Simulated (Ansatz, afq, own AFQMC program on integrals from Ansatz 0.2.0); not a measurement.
AFQMC on a folder of integrals that Ansatz 0.2.0 wrote.

```yaml
crystal:
  periodic: [false, false, false]
  atoms:
    - {symbol: Si, position_ang: [-0.056321, 0.000000, 1.156776]}
    - {symbol: Al, position_ang: [0.030473, 0.000000, -1.350744]}
    - {symbol: H, position_ang: [0.376805, -1.189387, 1.962674]}
    - {symbol: H, position_ang: [0.376805, 1.189387, 1.962674]}
basis:
  gaussian: {orbitals: cc-pVDZ}
magnetization: {spin_polarized: true, initial_magnetization: 1}
correlation: {method: ccsd_t, electrons: outside_noble_gas, hamiltonian_folder: ham}
```

```sh
$ ansatz run in.yaml --threads 1 --pin off --events-out ev --progress --plain --max-ram 1382MiB
```

Options of the walk:

```
--method phaseless --trial hf --walkers 120 --populations 1 --least-time 40 --time-step 0.005 --steps-per-block 20 --equilibration-blocks 112 --max-blocks 600 --target-error 0.00108 --factor-cut 1e-05 --start spin_pure --seed 7581 --taylor-order 6
```

Times are imaginary, in 1/Eh. The walk had a cap of 1011 s.

Output of the walk:

```
orbitals 36  electrons 5 4  factors 263 of 451
reference energy -531.95241206 Eh
CCSD correlation -0.16701725 Eh in 17 cycles, weight of the determinant in the CISD state 0.8174
energy of the start -531.955194 Eh
 block  time / (1/Eh)  mean weight  energy / Eh
     1     0.100  1.0004  -531.978992
     2     0.200  1.0006  -531.996661
     3     0.300  1.0017  -532.012183
     4     0.400  0.9998  -532.029280
     5     0.500  0.9996  -532.037970
     8     0.800  1.0015  -532.063253
    18     1.800  0.9989  -532.094054
    69     6.900  0.9999  -532.120722
   120    12.000  1.0006  -532.121878
   171    17.100  1.0004  -532.127943
   222    22.200  1.0012  -532.124914
   273    27.300  1.0012  -532.120074
   307    30.700  0.9993  -532.098948
   324    32.400  1.0001  -532.125273
   375    37.500  0.9999  -532.150134
   426    42.600  0.9994  -532.131536
   477    47.700  0.9993  -532.121871
   528    52.800  0.9996  -532.120374
   579    57.900  1.0000  -532.136712
   630    63.000  0.9985  -532.144524
   681    68.100  0.9994  -532.114069
   698    69.800  0.9995  -532.120816
blocks merged  error / Eh  count
     1  0.000519  600
     2  0.000697  300
     4  0.000924  150
     8  0.001222  75
    16  0.001519  37
    32  0.001874  18
    64  0.002360  9
energy -532.127530 +/- 0.001874 Eh
(rows thinned)
```

The run passed its tests (sampling time, drift between the halves within three errors, error under three times the target), which doesn't prove that it has relaxed. The second half of the sampling lies below the first by 1.7 errors of their difference, so the energy may still be moving and its error bar be too small.

Against this walk (error 51.0 meV) on the same determinant: CCSD(T) 84.1 meV higher (within the noise), CCSDT(Q) 36.5 meV higher (within the noise), a separate phaseless walk with a CISD trial and standard settings 30.7 ± 52.2 meV higher (within the noise). The error is statistical and leaves out the bias of the constraint. The determinant has ⟨S²⟩ = 0.98, so the low cluster orders mix in higher spin (the high orders can go on to a lower state of that spin), while the walk starts as a pure doublet. None of these is a sure reference here.

Cautions: constraint bias not in the error; error above the target (51.0 against 29.4 meV); higher spins were not checked; strong correlation (T1 0.054, weight of the determinant 0.82, largest double 0.08); unrestricted determinant spin contaminated (⟨S²⟩ 0.98 against 0.75); the bias of populations of 120 walkers isn't removed.

The walk took 6 min on 1 thread of Intel(R) Xeon(R) Processor @ 2.50GHz (Skylake/Cascade Lake) (shared host). The log's last line is the phaseless energy.

CCSDT and higher add their correlation energy to the determinant of the CCSD(T) run, since their own runs factorise the integrals more tightly (a shift of under 2 meV). A walk keeps the symmetry of its determinant, which the program's search chose and which needn't be the lowest solution, so a lower state of the same spin and another symmetry isn't excluded.
